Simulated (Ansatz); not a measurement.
The inner images of a band of C2H2 (4 atoms, charge 0, multiplicity 1) are given out of order.

Computed with Ansatz, RKS PBE0/def2-SVP.

Image 0:

```xyz
4
Properties=species:S:1:pos:R:3
C 0.158 -0.547 0.202
C -0.158 0.547 -0.202
H 0.436 -1.521 0.562
H -0.436 1.521 -0.562
```

Image 6:

```xyz
4
Properties=species:S:1:pos:R:3
C 0.671 -0.828 -0.368
C -0.006 0.227 -0.176
H -0.147 -0.581 0.703
H -0.518 1.181 -0.158
```

**Question.** Put them in order from the first end to the last, with their energies above the first end.
A.
```xyz
4
Properties=species:S:1:pos:R:3
C 0.504 -0.751 -0.250
C -0.028 0.368 -0.278
H 0.045 -0.937 0.755
H -0.521 1.320 -0.227
```
B.
```xyz
4
Properties=species:S:1:pos:R:3
C 0.242 -0.581 0.064
C -0.104 0.522 -0.284
H 0.343 -1.449 0.680
H -0.482 1.507 -0.460
```
C.
```xyz
4
Properties=species:S:1:pos:R:3
C 0.417 -0.690 -0.181
C -0.050 0.432 -0.307
H 0.149 -1.134 0.769
H -0.516 1.392 -0.281
```
D.
```xyz
4
Properties=species:S:1:pos:R:3
C 0.332 -0.632 -0.066
C -0.069 0.482 -0.315
H 0.236 -1.307 0.758
H -0.499 1.456 -0.377
```
E.
```xyz
4
Properties=species:S:1:pos:R:3
C 0.589 -0.805 -0.306
C -0.015 0.293 -0.225
H -0.051 -0.737 0.714
H -0.523 1.249 -0.183
```

**Answer.** B (+0.17 eV), D (+0.62 eV), C (+1.21 eV), A (+1.77 eV), E (+1.99 eV).

Run time: 11 s on 1 thread of Intel(R) Xeon(R) 6975P-C (Granite Rapids) (shared host), peak memory 0.09 GiB.
